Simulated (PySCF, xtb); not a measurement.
fluorine (F2), SMILES FF.

GFN2-xTB in xtb at its own geometry gives an orbital gap of 4.60 eV and a dipole moment of 0.00 D.

The structure is a stationary point at B3LYP-D3(BJ)/def2-TZVPD.

Task: What does PBE/def2-TZVPD run with PySCF give? (The exact figures need the calculation; the answer reports its results.)

Result: gap 3.84 eV (levels -9.39 and -5.55 eV), dipole 0.00 D.
